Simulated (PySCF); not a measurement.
HAl(OH) (doublet). Method: UPBE0 in PySCF with Al def2-TZVP, H def2-TZVP, O def2-TZVP; no relativity; density-fitted integrals.

Harmonic bands of its minimum:

```
ω (cm⁻¹)  IR (km/mol)
     417         51.7
     527         33.2
     652          263
     831         56.1
    1813          176
    3958         94.4
```

Problem. The central atom is Al. Infer the point group and assign the bands.

Solution. Cs. The modes span a'' + 5a': 417 a'', 527 a', 652 a', 831 a', 1813 a', 3958 a'. The computed geometry has Al–H 1.604 Å, Al–O 1.702 Å, O–H 0.956 Å; Al–O–H 124.2°, H–Al–O 114.2°.

This need not be the most stable arrangement of these atoms.
